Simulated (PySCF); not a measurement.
Compound: C₅H₇N.
Atom-mapped SMILES: `[CH2:1]=[CH:2][C:3](=[CH2:4])[N:5]=[CH2:6]` (hydrogens: H7, H8 on C1; H9 on C2; H10, H11 on C4; H12, H13 on C6)

Structure used (GFN2-xTB), in Å, numbered top down from 1:
```xyz
13
C5H7N angstrom
C      2.1288    0.2892    0.4254
C      1.2924   -0.2168   -0.4715
C     -0.1478   -0.3415   -0.2733
C     -0.9357   -0.9479   -1.1719
N     -0.6299    0.0935    0.9517
C     -1.6352    0.8291    1.0780
H      1.7767    0.6342    1.3828
H      3.1861    0.3620    0.2361
H      1.6513   -0.5676   -1.4295
H     -1.9912   -1.0723   -1.0009
H     -0.5289   -1.3896   -2.0640
H     -1.9742    1.0692    2.0761
H     -2.1967    1.2592    0.2431
```

PySCF closed-shell single points with density fitting, gas phase. The input was altered on purpose; the results of an altered input aren't properties of the species above.

Problem. What comes out at PBE0/pcseg-1 with: start guess 1e, at most 95 cycles, charge set to +2?

Solution. E = -248.1952 Eh; HOMO -19.03 eV, LUMO -17.25 eV (gap 1.78 eV), in 18 cycles. The system has 42 electrons in place of 44.

The SCF part of the output:
```
final grid: 104640 points
cycle   1  E = -196.9106988525  dE =  2.429e+00  |g| = 8.054e+00  |ddm| = 5.884e+01
cycle   2  E = -197.6107241400  dE = -7.000e-01  |g| = 1.044e+01  |ddm| = 5.909e+01
cycle   3  E = -236.5525448272  dE = -3.894e+01  |g| = 5.107e+00  |ddm| = 1.137e+01
cycle   4  E = -237.8554728264  dE = -1.303e+00  |g| = 4.542e+00  |ddm| = 7.278e+00
cycle   5  E = -243.7032046464  dE = -5.848e+00  |g| = 2.985e+00  |ddm| = 7.021e+00
cycle   6  E = -247.6176088281  dE = -3.914e+00  |g| = 1.356e+00  |ddm| = 3.894e+00
cycle   7  E = -248.0637554034  dE = -4.461e-01  |g| = 6.312e-01  |ddm| = 1.877e+00
cycle   8  E = -248.1586881647  dE = -9.493e-02  |g| = 3.450e-01  |ddm| = 9.487e-01
cycle   9  E = -248.1905053954  dE = -3.182e-02  |g| = 1.218e-01  |ddm| = 3.056e-01
cycle  10  E = -248.1945068076  dE = -4.001e-03  |g| = 4.329e-02  |ddm| = 9.095e-02
cycle  11  E = -248.1951182718  dE = -6.115e-04  |g| = 1.405e-02  |ddm| = 4.524e-02
cycle  12  E = -248.1951548129  dE = -3.654e-05  |g| = 8.322e-03  |ddm| = 1.717e-02
cycle  13  E = -248.1951676140  dE = -1.280e-05  |g| = 3.191e-03  |ddm| = 8.282e-03
cycle  14  E = -248.1951712412  dE = -3.627e-06  |g| = 7.876e-04  |ddm| = 4.661e-03
cycle  15  E = -248.1951714290  dE = -1.878e-07  |g| = 2.475e-04  |ddm| = 1.034e-03
cycle  16  E = -248.1951714554  dE = -2.646e-08  |g| = 1.135e-04  |ddm| = 5.355e-04
cycle  17  E = -248.1951714600  dE = -4.560e-09  |g| = 4.066e-05  |ddm| = 1.859e-04
cycle  18  E = -248.1951714605  dE = -4.895e-10  |g| = 2.015e-05  |ddm| = 6.136e-05
converged SCF energy = -248.1951714605
```
